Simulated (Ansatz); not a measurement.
# Structure relaxation of BaNa3

These are results of DFT PBE, scalar-relativistic, plane waves, PAW (Ansatz), not measurements. Cutoff 420 eV, Γ-centred k mesh, Gaussian smearing, no spin polarisation in the final step.

BaNa3 was placed on the Cu3Au (L1_2) structure type (Pm-3m, No. 221), with Ba in place of Au, Na in place of Cu, at a guessed volume.

```
CELL_PARAMETERS angstrom
4.60323 0.00000 0.00000
0.00000 4.60323 0.00000
0.00000 0.00000 4.60323
ATOMIC_POSITIONS crystal
Na 0.00000 0.50000 0.50000
Na 0.50000 0.00000 0.50000
Na 0.50000 0.50000 0.00000
Ba 0.00000 0.00000 0.00000
```

Cell and atoms relax at zero pressure; the relaxation can't lower the symmetry of the start. After a coarse first stage the cell is made exact in the group found at 0.06 Å.

The zero of energy is the elements' standard structures at the same level; no fitted shifts are applied.

Task: What does it relax into?

Result: It keeps Pm-3m (No. 221). The result has the Cu3Au (L1_2) structure. Conventional cell: a = 5.703 Å. Na is coordinated by 4 Ba at 4.03 Å and 8 Na at 4.03 Å; Ba is coordinated by 12 Na at 4.03 Å.

```xyz
4
Lattice="5.7029 0.0000 0.0000 0.0000 5.7029 0.0000 0.0000 0.0000 5.7029" Properties=species:S:1:pos:R:3 pbc="T T T"
Na    0.0000    2.8514    2.8514
Na    2.8514    0.0000    2.8514
Na    2.8514    2.8514    0.0000
Ba    0.0000    0.0000    0.0000
```

Task: What are its volume, energy, density and gap?

Result: The volume per atom is 46.37 Å³ and the density is 1.85 g/cm³. The energy over the elements is 0.05 eV/atom and the gap on the 8×8×8 mesh is 0 eV (a metal).

The final run used a 8×8×8 mesh on its 4-atom cell and 0.10 eV smearing. For metals, differences of a few meV/atom aren't resolved. Symmetry constrained the relaxation, so the result can be a saddle point. The steps took of the order of 80 core-seconds in all.

Cost: 3 runs of about 1.3 core-minutes in all, on Intel Xeon Platinum 8259CL (Skylake/Cascade Lake) (shared hosts).